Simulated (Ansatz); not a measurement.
The same path of CH$_{4}$MgN (7 atoms, charge -1, multiplicity 1) was run twice with different band settings.

The calculation used RKS PBE/def2-SVP (Ansatz).

Relaxed end points:

```xyz
7
Properties=species:S:1:pos:R:3
C -1.152 0.639 -0.433
Mg 0.631 -0.308 0.392
N 2.196 -1.305 0.514
H -1.916 -0.095 -0.779
H -0.934 1.298 -1.305
H -1.665 1.284 0.318
H 2.841 -1.514 1.294
```

```xyz
7
Properties=species:S:1:pos:R:3
C -1.060 0.500 -0.740
Mg 0.661 -0.355 0.290
N 1.862 -0.795 1.642
H -1.764 -0.279 -1.116
H -0.768 1.105 -1.629
H -1.665 1.176 -0.091
H 2.734 -1.352 1.644
```

Common settings: movable images 5; climbing image yes; spring 5.0 eV/Å²; optimiser quadratic models (default); force threshold 0.05 eV/Å; iteration limit 60; end points relaxed.

| run | start path |
| --- | --- |
| 1 | IDPP |
| 2 | straight line |

(1) What does each run give, and how far can it be trusted?

Answers

(1) Run 1: converged after 3 iterations, highest image 0.049 eV above the first end. A vibrational analysis at the climbing image gives 2 clearly imaginary modes (196i, 196i cm⁻¹): a point of higher order, so a lower path passes nearby.
Run 2: converged after 4 iterations, highest image 0.049 eV above the first end. Another band between the same ends (5 images) ends at a top of the same energy, where a vibrational analysis finds 2 clearly imaginary modes.
Limits of this set-up: an anion without diffuse functions.
